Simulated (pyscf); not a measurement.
Optimised with ωB97X-D3(BJ)/def2-SVP in PySCF.

Estimate the classical barrier height and the reaction energy of H₂N–Al(NH₂)–N•–Al(NH₂)–NH₂ (SMILES [NH2][Al]([NH2])[N][Al]([NH2])[NH2]) + H₂ (SMILES [H][H]) → H₂N–Al(NH₂)–NH–Al(NH₂)–NH₂ (SMILES [NH2][Al]([NH2])[NH][Al]([NH2])[NH2]) + H• (SMILES [H]) at ωB97M-D3(BJ)/def2-TZVP. The step runs on the doublet surface, breaks H–H and forms H–N; take the separated reactants as zero.

ΔE‡ = 0.32 eV, ΔE = -0.43 eV. Zero-point energy shifts the barrier by +0.03 eV. It is a hydrogen abstraction, with an imaginary mode of 835i cm⁻¹. This is the saddle that the search found; another between the same sides may lie lower. The angle at the transferred H is 159°.
